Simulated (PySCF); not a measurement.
TDDFT excited states: C3H5OP

Species: C3H5OP.
Cartesian coordinates in Å at the GFN2-xTB level; atoms count from 1:
```
atom  x, y, z in Å
C1    -1.4055    0.1907   -0.6660
C2    -0.1273    0.0481    0.0437
C3     0.5407    0.5411    1.1024
P4     1.5432   -0.5958    0.1524
O5     2.6803   -0.2509   -0.7007
H6    -1.2244    0.4464   -1.7102
H7    -2.0149    0.9667   -0.2045
H8    -1.9509   -0.7530   -0.6505
H9     0.3947    1.2630    1.8793
H10    1.5729   -1.8517    0.7316
```

Level of theory: PySCF, TDDFT B3LYP/def2-SVPD, vertical, gas phase, core orbitals frozen in the response.

```csv
state,E (eV),E (kJ/mol),λ (nm),f,"main configurations (H = HOMO, L = LUMO)"
S1,4.97,480,249.2,0.0020,H→L (99%)
S2,5.84,564,212.2,0.0004,H-1→L (91%)
S3,6.34,612,195.6,0.0028,"H→L+3 (68%), H-2→L (12%), H→L+1 (8%)"
S4,6.59,636,188.1,0.026,H→L+1 (81%)
S5,6.86,661,180.9,0.076,"H→L+2 (55%), H-2→L (19%)"
S6,6.93,668,179.0,0.057,"H-2→L (26%), H→L+3 (20%), H→L+2 (17%)"
S7,7.10,685,174.6,0.014,"H-1→L+2 (57%), H-1→L+1 (17%), H-2→L (10%)"
S8,7.28,703,170.2,0.080,"H-1→L+3 (55%), H-1→L+1 (12%)"
```

Triplets (Tamm–Dancoff): T1 4.53 eV, H→L (97%); T2 4.78 eV, H-2→L (80%), H-1→L (14%); T3 5.68 eV, H-1→L (80%), H-2→L (14%).

The lowest singlet comes at 249 nm (480 kJ/mol) in the ultraviolet; it is very weak; its leading configuration is HOMO→LUMO (99%). The strongest level in the table is S8 at 7.28 eV (170 nm, f = 0.080). It is the last of those listed, so stronger ones may follow. Löwdin shares by element: HOMO oxygen 42%, carbon 30% or more, phosphorus 19%; LUMO carbon 70% or more, phosphorus 9%, hydrogen 7% or more. The oscillator strengths of these states sum to 0.257; summed over the whole spectrum of an exact calculation they would give the number of electrons, 46 (Thomas–Reiche–Kuhn). The listed states span 2.31 eV, and the widest gap between neighbours is 0.87 eV (S1 to S2). Orbital energies (eV): HOMO-3 -9.97, HOMO-2 -8.44, HOMO-1 -7.93, HOMO -7.19, LUMO -0.97, LUMO+1 0.22, LUMO+2 0.48. The window holds the lowest 8 singlets.
